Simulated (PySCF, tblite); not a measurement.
**CH5F3, a gas-phase cluster of small molecules: NMR shifts, interaction energy, infrared bands, spin-spin couplings and core binding energies, part 1 of 3**

Aim: the NMR shifts, interaction energy, infrared bands, spin-spin couplings and core binding energies of `CF` with 2 × `F`.

Programs: tblite 0.8.0 and PySCF 2.14.0. All values are calculated, for the isolated system unless a continuum is named. Atoms count from 0, parts from 1.

## Step 1: Starting point

9 atoms, charge 0, multiplicity 1; geometry: rigid parts in contact. Parts: 1 = atoms 0–4, `CF`, charge 0; 2 = atoms 5–6, `F`, charge 0; 3 = atoms 7–8, `F`, charge 0.

## Step 2: Bringing the parts together with GFN2-xTB

The job: settings as JSON, then the geometry in Å.

```
{"job": {"kind": "dock", "xc": "GFN2-xTB", "basis": "xTB"}, "charge": 0, "multiplicity": 1, "parts": [{"atoms": "0-4", "charge": 0, "multiplicity": 1}, {"atoms": "5-6", "charge": 0, "multiplicity": 1}, {"atoms": "7-8", "charge": 0, "multiplicity": 1}]}
C     -0.077196     0.010351     0.013623
F      1.287888    -0.130714    -0.011043
H     -0.480081    -0.655463    -0.747270
H     -0.301887     1.057367    -0.189412
H     -0.427666    -0.260662     1.009061
F      2.500868     2.356072    -0.049457
H      2.380966     1.457114     0.188403
F      2.999518     1.128573     2.472470
H      3.549132     1.849009     2.697052
```

Level: GFN2-xTB search for minima from random contacts, gas phase.

The run is started by

```
> OMP_NUM_THREADS=1 python cluster_run.py task.json out
```

One launch serves the whole session: the jobs run in the order shown.

Output:

```text
step      E/eV     max force
  0    -512.96077    0.145
  1    -512.96168    0.096
  2    -512.96284    0.107
  3    -512.96417    0.126
  4    -512.96475    0.075
  5    -512.96513    0.068
  6    -512.96578    0.096
  7    -512.96738    0.228
  8    -512.97105    0.434
  9    -512.97709    0.686
 10    -512.98573    0.638
 11    -513.00787    0.262
 12    -513.00907    0.761
 13    -513.01843    1.044
 14    -513.03460    0.421
 15    -513.04281    0.255
 16    -513.04883    0.319
 17    -513.05432    0.524
 18    -513.06224    0.779
 19    -513.07399    0.549
 20    -513.08278    0.384
 21    -513.08848    0.288
 22    -513.09029    0.168
 23    -513.09235    0.152
 24    -513.09530    0.155
 25    -513.09910    0.141
 26    -513.10209    0.353
 27    -513.10436    0.119
 28    -513.10725    0.310
 29    -513.11112    0.196
 30    -513.11594    0.224
 31    -513.11822    0.242
 32    -513.12010    0.084
 33    -513.12086    0.076
 34    -513.12204    0.085
 35    -513.12289    0.094
 36    -513.12360    0.095
 37    -513.12425    0.103
 38    -513.12540    0.133
 39    -513.12725    0.190
 40    -513.12940    0.225
 41    -513.13133    0.200
 42    -513.13345    0.232
 43    -513.13575    0.257
 44    -513.13977    0.256
 45    -513.14477    0.177
 46    -513.14945    0.138
 47    -513.12973    1.124
 48    -513.15315    0.195
 49    -513.15463    0.192
 50    -513.15622    0.182
 51    -513.15725    0.103
 52    -513.15840    0.150
 53    -513.16010    0.139
 54    -513.16157    0.130
 55    -513.16260    0.086
 56    -513.16345    0.098
 57    -513.16449    0.097
 58    -513.16522    0.095
 59    -513.16581    0.058
 60    -513.16616    0.050
 61    -513.16648    0.067
 62    -513.16684    0.076
 63    -513.16720    0.084
 64    -513.16746    0.064
 65    -513.16775    0.058
 66    -513.16811    0.067
 67    -513.16867    0.076
 68    -513.16937    0.094
 69    -513.16989    0.077
 70    -513.17022    0.093
 71    -513.17043    0.050
 72    -513.17068    0.038
 73    -513.17109    0.035
 74    -513.17128    0.028
 75    -513.17139    0.029
 76    -513.17145    0.020
 77    -513.17151    0.021
 78    -513.17157    0.021
 79    -513.17164    0.031
 80    -513.17175    0.040
 81    -513.17197    0.046
 82    -513.17232    0.041
 83    -513.17280    0.038
 84    -513.17316    0.085
 85    -513.17273    0.170
 86    -513.17311    0.093
 87    -513.17324    0.097
 88    -513.17351    0.053
 89    -513.17357    0.030
 90    -513.17366    0.022
 91    -513.17376    0.024
 92    -513.17385    0.038
 93    -513.17395    0.046
 94    -513.17421    0.069
 95    -513.17468    0.055
 96    -513.17511    0.069
 97    -513.17551    0.079
 98    -513.17591    0.067
 99    -513.17643    0.087
100    -513.17723    0.127
101    -513.17849    0.128
102    -513.17980    0.240
103    -513.18038    0.309
104    -513.18264    0.185
105    -513.18370    0.109
106    -513.18472    0.118
107    -513.18629    0.143
108    -513.18636    0.088
109    -513.18693    0.068
110    -513.18719    0.092
111    -513.18742    0.057
112    -513.18839    0.084
113    -513.18908    0.060
114    -513.18939    0.085
115    -513.18985    0.083
116    -513.19017    0.094
117    -513.19079    0.107
118    -513.19144    0.114
119    -513.19196    0.088
120    -513.19270    0.078
121    -513.19344    0.116
122    -513.19438    0.134
123    -513.19584    0.102
124    -513.19672    0.142
125    -513.19742    0.308
126    -513.19835    0.166
127    -513.19934    0.073
128    -513.20089    0.129
129    -513.20277    0.105
130    -513.20470    0.099
131    -513.20627    0.121
132    -513.20723    0.147
133    -513.20863    0.092
134    -513.20945    0.131
135    -513.20997    0.060
136    -513.21023    0.036
137    -513.21037    0.028
138    -513.21045    0.022
139    -513.21052    0.022
140    -513.21056    0.020
141    -513.21057    0.016
142    -513.21059    0.010

distinct minima (kcal/mol above the one taken): 0.00 0.17 6.04
by PBE0-D3(BJ)/def2-SVP single points: 0.00 0.14 11.93
binding energy -13.197 kcal/mol
```

It took 5.5 s on 1 thread of Arm Neoverse V1, shared host.

Along the way:

```
step  energy from step 0 (eV)  largest force (eV/Å)
   0                   0.0000                0.1460
   5                  -0.0044                0.0682
  10                  -0.0250                0.6384
  15                  -0.0820                0.2558
  20                  -0.1220                0.3841
  25                  -0.1383                0.1411
  30                  -0.1552                0.2235
  35                  -0.1621                0.0936
  40                  -0.1686                0.2247
  45                  -0.1840                0.1764
  50                  -0.1954                0.1819
  55                  -0.2018                0.0858
  60                  -0.2054                0.0503
  65                  -0.2070                0.0574
  70                  -0.2094                0.0929
  75                  -0.2106                0.0288
  80                  -0.2110                0.0395
  85                  -0.2120                0.1705
  90                  -0.2129                0.0218
  95                  -0.2139                0.0555
 100                  -0.2165                0.1266
 105                  -0.2229                0.1097
 110                  -0.2264                0.0914
 115                  -0.2291                0.0831
 120                  -0.2319                0.0776
 125                  -0.2366                0.3077
 130                  -0.2439                0.0992
 135                  -0.2492                0.0600
 140                  -0.2498                0.0200
 142                  -0.2498                0.0104
```

Distances of close pairs at the start and the end, largest changes first:

```
 bond  before (Å)  after (Å)  change (Å)
F7–H8       0.934      0.943      +0.009
C0–F1       1.373      1.379      +0.006
F5–H6       0.938      0.943      +0.006
C0–H3       1.090      1.089      -0.001
C0–H4       1.090      1.089      -0.001
C0–H2       1.088      1.088      +0.000
```

Contacts between the parts in the structure taken on (a selection, picked against the atoms' radii; other short pairs can be missing):

```
  atoms  distance (Å)  kind (by distance and angle)  angle (°)
H8···F5          1.76                 hydrogen bond        147
H6···F1          1.78                 hydrogen bond        152
H4···F7          2.41            weak hydrogen bond        143
```

Minima and a leading contact of each: 0.00 kcal/mol, H8···F5 1.76 Å (hydrogen bond); 0.17 kcal/mol, H6···F7 1.76 Å (hydrogen bond); 6.04 kcal/mol, H8···F1 1.87 Å (hydrogen bond).

## Step 3: Optimising the geometry at PBE0-D3(BJ)/def2-SVPD

The job: settings as JSON, then the geometry in Å.

```
{"job": {"xc": "PBE0", "basis": "def2-SVPD", "d3": "d3bj", "grid": 2, "kind": "geom", "shake": 0.01}, "charge": 0, "multiplicity": 1, "parts": [{"atoms": "0-4", "charge": 0, "multiplicity": 1}, {"atoms": "5-6", "charge": 0, "multiplicity": 1}, {"atoms": "7-8", "charge": 0, "multiplicity": 1}]}
C      0.083097     0.155403     0.166936
F      1.033207     0.735953    -0.636667
H     -0.149041    -0.826675    -0.216427
H     -0.791542     0.808621     0.079246
H      0.438970     0.154662     1.172823
F      3.240231     1.817356     0.376945
H      2.597320     1.520494    -0.232407
F      2.206511     1.010371     2.608442
H      2.817039     1.412316     2.055987
```

Output:

```text
step   0  E = -340.07697464  max force = 0.019934
step   1  E = -340.08104663  max force = 0.004176
step   2  E = -340.08062890  max force = 0.006964
step   3  E = -340.08182552  max force = 0.001324
step   4  E = -340.08192474  max force = 0.000889
step   5  E = -340.08198533  max force = 0.000890
step   6  E = -340.08202959  max force = 0.000558
step   7  E = -340.08204495  max force = 0.000349
step   8  E = -340.08204674  max force = 0.000171
optimisation converged
```

Run time: 43 s. Hardware: 1 thread of Arm Neoverse V1, shared host; peak memory 0.56 GiB.

Step by step: (the energy doesn't fall at every step)

```
step  energy from step 0 (eV)  largest force component (eV/Å)
   0                   0.0000                          1.0250
   1                  -0.1108                          0.2147
   2                  -0.0994                          0.3581
   3                  -0.1320                          0.0681
   4                  -0.1347                          0.0457
   5                  -0.1363                          0.0458
   6                  -0.1376                          0.0287
   7                  -0.1380                          0.0179
   8                  -0.1380                          0.0088
```

Distances of close pairs at the start and the end, largest changes first:

```
 bond  before (Å)  after (Å)  change (Å)
C0–F1       1.373      1.407      +0.034
C0–H4       1.067      1.097      +0.030
F7–H8       0.916      0.936      +0.020
C0–H2       1.080      1.096      +0.016
F5–H6       0.934      0.943      +0.009
C0–H3       1.095      1.096      +0.001
```

The next job starts from the end point, and lists it.

```
                         at the end point                value
  point group (found at 0.08 Å tolerance)                   C1
rotational constants (GHz, main isotopes)  6.398, 3.091, 2.113
                        dipole moment (D)                 3.19
```

Contacts at the end point (a selection, picked against the atoms' radii; other short pairs can be missing):

```
  atoms  distance (Å)  kind (by distance and angle)  angle (°)
H6···F1          1.61                 hydrogen bond        169
H8···F5          1.68                 hydrogen bond        162
H4···F7          2.39            weak hydrogen bond        151
```

Against the parts relaxed at this level the binding energy is -15.86 kcal/mol, without counterpoise.

## Step 4: Shielding tensors: PBE0/pcSseg-2

The job: settings as JSON, then the geometry in Å.

```
{"job": {"kind": "nmr", "xc": "PBE0", "basis": "pcSseg-2"}, "charge": 0, "multiplicity": 1, "parts": [{"atoms": "0-4", "charge": 0, "multiplicity": 1}, {"atoms": "5-6", "charge": 0, "multiplicity": 1}, {"atoms": "7-8", "charge": 0, "multiplicity": 1}]}
C      0.172331     0.234209     0.161893
F      1.102826     0.772443    -0.745886
H     -0.037411    -0.793124    -0.156788
H     -0.730213     0.854150     0.113690
H      0.618305     0.259652     1.163287
F      3.167741     1.774931     0.354670
H      2.447122     1.437084    -0.151868
F      2.290737     1.048962     2.681544
H      2.751026     1.379841     1.936478
```

Method: GIAO PBE0/pcSseg-2 NMR shielding, non-relativistic, gas phase.

Output:

```text
coarse grid: 7448 points
cycle   1  E = -340.3861470821  dE = -6.783e-02  |g| = 7.607e-01  |ddm| = 1.583e+00
cycle   2  E = -340.3244503005  dE =  6.170e-02  |g| = 1.032e+00  |ddm| = 6.846e-01
cycle   3  E = -340.4711912286  dE = -1.467e-01  |g| = 4.769e-02  |ddm| = 3.909e-01
cycle   4  E = -340.4714482679  dE = -2.570e-04  |g| = 2.445e-02  |ddm| = 2.447e-02
cycle   5  E = -340.4715304579  dE = -8.219e-05  |g| = 7.796e-03  |ddm| = 1.060e-02
cycle   6  E = -340.4715383173  dE = -7.859e-06  |g| = 1.022e-03  |ddm| = 2.788e-03
final grid: 72880 points
cycle   7  E = -340.4650781874  dE = -1.310e-04  |g| = 7.620e-03  |ddm| = 2.289e-02
cycle   8  E = -340.4650717218  dE =  6.466e-06  |g| = 1.017e-02  |ddm| = 6.427e-03
cycle   9  E = -340.4650872412  dE = -1.552e-05  |g| = 8.666e-04  |ddm| = 3.645e-03
cycle  10  E = -340.4650873313  dE = -9.010e-08  |g| = 4.039e-04  |ddm| = 5.440e-04
cycle  11  E = -340.4650873574  dE = -2.612e-08  |g| = 7.434e-05  |ddm| = 1.772e-04
cycle  12  E = -340.4650873580  dE = -6.389e-10  |g| = 3.206e-05  |ddm| = 3.666e-05
cycle  13  E = -340.4650873582  dE = -1.672e-10  |g| = 2.732e-06  |ddm| = 1.380e-05
converged SCF energy = -340.4650873582

GIAO shielding tensors (ppm)
atom      isotropic    diamagn.    paramagn.     s11        s22        s33       span
  0 C      103.144     241.850    -138.706     63.436     64.122    181.873    118.437
  1 F      453.246     467.503     -14.257    404.490    462.958    492.290     87.800
  2 H       26.778      29.600      -2.822     24.037     24.638     31.659      7.623
  3 H       26.783      29.460      -2.677     24.087     24.623     31.639      7.552
  4 H       25.958      29.993      -4.036     21.606     26.714     29.554      7.948
  5 F      394.088     466.889     -72.801    357.885    375.415    448.963     91.077
  6 H       23.825      28.013      -4.188     10.263     13.404     47.808     37.545
  7 F      402.903     466.789     -63.886    363.218    374.099    471.392    108.175
  8 H       24.918      28.525      -3.606     12.323     15.168     47.264     34.941

== part 1 alone, relaxed ==
coarse grid: 4032 points
cycle   1  E = -139.6266061078  dE = -3.921e-03  |g| = 4.239e-01  |ddm| = 1.242e+00
cycle   2  E = -139.5979903148  dE =  2.862e-02  |g| = 6.267e-01  |ddm| = 4.401e-01
cycle   3  E = -139.6543953013  dE = -5.640e-02  |g| = 3.353e-02  |ddm| = 2.524e-01
cycle   4  E = -139.6545547007  dE = -1.594e-04  |g| = 1.055e-02  |ddm| = 1.626e-02
cycle   5  E = -139.6545778493  dE = -2.315e-05  |g| = 3.640e-03  |ddm| = 7.301e-03
cycle   6  E = -139.6545805794  dE = -2.730e-06  |g| = 1.910e-04  |ddm| = 1.856e-03
final grid: 38928 points
cycle   7  E = -139.6543035342  dE = -4.214e-05  |g| = 5.222e-03  |ddm| = 1.582e-02
cycle   8  E = -139.6543012892  dE =  2.245e-06  |g| = 6.504e-03  |ddm| = 4.907e-03
cycle   9  E = -139.6543092757  dE = -7.986e-06  |g| = 7.964e-04  |ddm| = 2.650e-03
cycle  10  E = -139.6543093659  dE = -9.023e-08  |g| = 2.340e-04  |ddm| = 4.506e-04
cycle  11  E = -139.6543093743  dE = -8.350e-09  |g| = 2.062e-05  |ddm| = 9.572e-05
cycle  12  E = -139.6543093743  dE = -4.940e-11  |g| = 1.322e-06  |ddm| = 7.517e-06
converged SCF energy = -139.6543093743

GIAO shielding tensors (ppm)
atom      isotropic    diamagn.    paramagn.     s11        s22        s33       span
  0 C      109.424     238.797    -129.373     73.776     73.779    180.716    106.940
  1 F      465.784     466.142      -0.358    420.106    488.619    488.628     68.523
  2 H       27.009      28.556      -1.547     24.272     25.028     31.726      7.453
  3 H       27.009      28.553      -1.545     24.272     25.028     31.726      7.454
  4 H       27.009      28.557      -1.548     24.272     25.028     31.726      7.453

== part 2 alone, relaxed ==
coarse grid: 1712 points
cycle   1  E = -100.3580896734  dE = -3.814e-02  |g| = 4.992e-01  |ddm| = 6.681e-01
cycle   2  E = -100.3253187149  dE =  3.277e-02  |g| = 7.164e-01  |ddm| = 4.654e-01
cycle   3  E = -100.3976606292  dE = -7.234e-02  |g| = 2.269e-02  |ddm| = 2.548e-01
cycle   4  E = -100.3977300061  dE = -6.938e-05  |g| = 4.241e-03  |ddm| = 9.337e-03
cycle   5  E = -100.3977318206  dE = -1.814e-06  |g| = 2.701e-04  |ddm| = 1.312e-03
final grid: 16976 points
cycle   6  E = -100.3941207737  dE = -2.785e-05  |g| = 3.734e-03  |ddm| = 7.953e-03
cycle   7  E = -100.3941194522  dE =  1.321e-06  |g| = 4.796e-03  |ddm| = 2.647e-03
cycle   8  E = -100.3941225272  dE = -3.075e-06  |g| = 1.825e-04  |ddm| = 1.587e-03
cycle   9  E = -100.3941225311  dE = -3.939e-09  |g| = 1.519e-05  |ddm| = 6.193e-05
cycle  10  E = -100.3941225311  dE = -2.883e-11  |g| = 2.920e-06  |ddm| = 6.356e-06
converged SCF energy = -100.3941225311

GIAO shielding tensors (ppm)
atom      isotropic    diamagn.    paramagn.     s11        s22        s33       span
  0 F      410.886     463.822     -52.936    375.522    375.523    481.614    106.092
  1 H       29.189      29.665      -0.476     21.753     21.753     44.062     22.309
```

Run time: 19 s. Hardware: 1 thread of Arm Neoverse V1, shared host; peak memory 0.74 GiB.

No reference compound was run at this level, so shieldings alone are listed.

```
atoms                       environment  σ (ppm)
   C0           carbon bonded to F, 3 H    103.1
   H6            hydrogen on a fluorine    23.82
   H8            hydrogen on a fluorine    24.92
   H4  hydrogen on a carbon bonded to F    25.96
   H2  hydrogen on a carbon bonded to F    26.78
   H3  hydrogen on a carbon bonded to F    26.78
   F5              fluorine bonded to H    394.1
   F7              fluorine bonded to H    402.9
   F1              fluorine bonded to C    453.2
```

Charges from the same density, by scheme (e):

```
atoms  Mulliken    IAO  Hirshfeld  ESP fit
   C0      0.20  -0.13       0.00    -0.21
   F1     -0.32  -0.31      -0.07    -0.15
   F5     -0.33  -0.46      -0.17    -0.37
   F7     -0.34  -0.51      -0.24    -0.45
```

Mayer bond orders: C0–F1 0.81.

What binding changes (parts relaxed alone, same level, their own basis):

```
atom  σ alone (ppm)  σ in the cluster  shift on binding (ppm)
  F5         410.89            394.09                  +16.80
  F1         465.78            453.25                  +12.54
  F7         410.89            402.90                   +7.98
  C0         109.42            103.14                   +6.28
  H3          27.01             26.78                   +0.23
  H6          29.19             23.82                   +5.36
  H8          29.19             24.92                   +4.27
  H4          27.01             25.96                   +1.05
  H2          27.01             26.78                   +0.23
```

(Continued in part 2 of 3.)
